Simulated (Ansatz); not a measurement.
**What a trial cell of Sc₃H₂ relaxes into**

Computed with DFT PBE, scalar-relativistic, plane waves, PAW (Ansatz). Cutoff 420 eV, Γ-centred k mesh, Gaussian smearing, no spin polarisation in the final step.

Sc₃H₂ was placed on the A-type sesquioxide structure type (P-3m1, No. 164), with H in place of La, Sc in place of O, at a guessed volume.

```xyz
5
Lattice="3.7046 0.0000 0.0000 -1.8523 3.2083 0.0000 0.0000 0.0000 5.7638" Properties=species:S:1:pos:R:3 pbc="T T T"
Sc    0.0000    0.0000    0.0000
Sc    0.0000    2.1389    3.7177
Sc    1.8523    1.0694    2.0462
H     0.0000    2.1389    1.4121
H     1.8523    1.0694    4.3517
```

Steps on the 6×6×4 mesh (5 atoms). 11 of 16 steps are shown, and the free energy counts from the last. Trial steps that were taken back and renewals of the plane-wave basis can be among the rows.

```tsv
step	ΔF (meV/atom)	V (Å³/atom)	P (GPa)	largest force component (eV/Å)
1	477.8	13.70	6.19	0.765
2	394.6	14.33	2.99	0.443
4	255.3	14.62	1.48	0.078
5	201.2	14.65	1.30	0.192
6	143.6	14.58	1.26	0.397
8	43.6	14.31	-1.29	0.220
9	35.0	13.80	0.96	0.101
11	32.5	14.01	-0.13	0.040
13	9.0	13.99	1.95	0.003
15	0.2	14.34	0.06	0.007
16	0.0	14.34	0.06	0.007
```

A final relaxation ran on a 12×12×6 mesh. The relaxed crystal, P-3m1 (No. 164):

```cif
data_structure
_symmetry_space_group_name_H-M 'P-3m1'
_symmetry_Int_Tables_number 164
_cell_length_a 3.2406
_cell_length_b 3.2406
_cell_length_c 7.8956
_cell_angle_alpha 90.000
_cell_angle_beta 90.000
_cell_angle_gamma 120.000
_cell_volume 71.81
loop_
_atom_site_label
_atom_site_type_symbol
_atom_site_symmetry_multiplicity
_atom_site_Wyckoff_symbol
_atom_site_fract_x
_atom_site_fract_y
_atom_site_fract_z
_atom_site_occupancy
Sc1 Sc 1 a 0.00000 0.00000 0.00000 1
Sc2 Sc 2 d 0.33333 0.66667 0.66862 1
H1 H 2 d 0.33333 0.66667 0.15833 1
```

```
Volume per atom          : 14.36 Å³
Density                  : 3.17 g/cm³
Energy over the elements : -0.28 eV/atom
Gap on the 12×12×6 mesh  : 0 eV (a metal)
```

Formation energies are uncorrected and refer to the elements' standard structures at the same level (H₂ as a molecule).

The final run used a 12×12×6 mesh on its 5-atom cell and 0.10 eV smearing. For metals, differences of a few meV/atom aren't resolved.

A structure relaxed within its symmetry needn't be a true minimum.

Cost: 3 runs of about 2.1 core-minutes in all, on AMD EPYC 7R43 (Zen 3) (shared hosts).